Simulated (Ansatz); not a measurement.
Consider the isomerisation: `C#CC(F)CCl` → `FC1=CCC1Cl`.

Computed with Ansatz on PBE0-D4/def2-TZVP structures; ΔE is electronic, products minus reactants. CCSD(T)/CBS adds triple-zeta CCSD(T) − MP2 to the extrapolated MP2 energy (def2 sets, frozen cores). DFT in def2-TZVPP. One conformer a species, not always the lowest.

Question: Is it downhill or uphill in electronic energy at CCSD(T)/CBS, and by how much? (Estimate.)

Answer: Ansatz gave: Downhill: ΔE = -10.1 kcal/mol.

Question: What do these levels give: r2SCAN-D4, ωB97X-V, B2PLYP, PBE, PBE0, CCSD/def2-TZVPP? (Best estimate.)

Answer: Ansatz gave: r2SCAN-D4 -14.0, ωB97X-V -13.9, B2PLYP -8.8, PBE -16.3, PBE0 -17.1, CCSD/def2-TZVPP -9.6 kcal/mol.

Largest T1 diagnostic among the species: 0.011.

From PBE to PBE0 (25 % exact exchange), in def2-TZVPP and without D4, ΔE moves by −0.8 kcal/mol. In def2-TZVPP, CCSD(T) changes the Hartree–Fock value by −4.1 kcal/mol (the triples alone add −0.6 kcal/mol) and MP2 by −3.9 kcal/mol.
